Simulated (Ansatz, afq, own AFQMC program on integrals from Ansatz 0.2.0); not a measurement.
**GaH₃Se, triplet in cc-pVDZ, levels against AFQMC with the constraint released**

```xyz
5

Ga    0.0000    0.0145    1.2155
Se    0.0000   -0.0313   -1.1066
H     0.0000    1.4015    1.9300
H     0.0000   -1.3846    1.9060
H     0.0000    1.4319   -1.2283
```

Connectivity, by distances: GaH2–SeH.

Basis cc-pVDZ. Noble-gas cores (and the filled d shells of Ga–Kr and In–Xe) are frozen. Integrals, coupled cluster, full CI and functionals: Ansatz 0.2.0; the random walks run on the same integrals in our own AFQMC program. ph-AFQMC/CISD is guided by a CISD state made of CCSD amplitudes; releasing the constraint for a short imaginary time cuts its bias at the price of noise, slowly where states lie close. Free AFQMC starts from the CCSD state and is never constrained. Its projection time is finite, and what remains of the start isn't in its error. Uncertainties: one standard error, sampling alone. No spin–orbit coupling.

Determinant: UHF, the one that the program's search chose, which needn't be the lowest solution. The geometry is a PBE0/def2-TZVP stationary point of this or a neighbouring charge and spin state.

No full CI on the walks' own integrals is used here. The released AFQMC energy serves as the reference, which it does only where one determinant dominates, the energy is flat over the last release times and near the phaseless one (40 meV or 2 meV an electron, half that with transition metals). On small molecules, where full CI could be run and the noise was under 10 meV, such values lay within 10 meV of it in 19 cases of 20, a flattering rate, since the rule was set on those same cases; what remains of the bias isn't in the error bar.

Cautions: no relativity below Rb; no spin-orbit coupling; inner d shell frozen; another spin lies lower (by 4.39 eV); the released value is read at 2.40 1/Eh with a noise of 14 meV, more than in the cases checked (meV from the phaseless value at times in 1/Eh: -9 ± 12 at 0.24, -21 ± 12 at 0.51, -13 ± 10 at 0.99, -12 ± 12 at 1.62, -19 ± 14 at 2.40).

The T1 diagnostic is 0.0116. The weight of the determinant in the CISD state is 0.881. The ⟨S²⟩ of the determinant is 2.029 and the size of the correlated space is 12 electrons in 41 orbitals.

```tsv
level	correlation energy (eV)
MP2	-4.5215
CCSD	-5.5436
CCSD(T)	-5.6678
```

Question: Estimate where phaseless AFQMC with the Hartree–Fock trial lies against CCSD(T) on the same integrals.

Answer: 3.8 ± 4.0 kJ/mol below CCSD(T). The gap is under twice the noise, so this walk alone can't tell the two apart.

Reference: AFQMC with the constraint released, correlation energy -5.704 ± 0.014 eV.

```json
{"level": "CCSD(T)", "E − E(reference) (kJ/mol)": "3.5 ± 1.4", "share of correlation (%)": "99.36"}
{"level": "ph-AFQMC/HF", "E − E(reference) (kJ/mol)": "-0.3 ± 4.3", "share of correlation (%)": "100.06"}
{"level": "ph-AFQMC/CISD", "E − E(reference) (kJ/mol)": "1.8 ± 1.7", "share of correlation (%)": "99.67"}
{"level": "free AFQMC", "E − E(reference) (kJ/mol)": "-0.3 ± 1.8", "share of correlation (%)": "100.06"}
```

Free projections are given only where their last times agree within the noise and don't stop above the reference; a slow remainder of the start can still hide under it. A walk keeps the symmetry of its determinant, which the program's search chose and which needn't be the lowest solution, so a lower state of the same spin and another symmetry isn't excluded. Released energies are given only where the last usable release times agree within the noise; a slower fall can still hide under it.
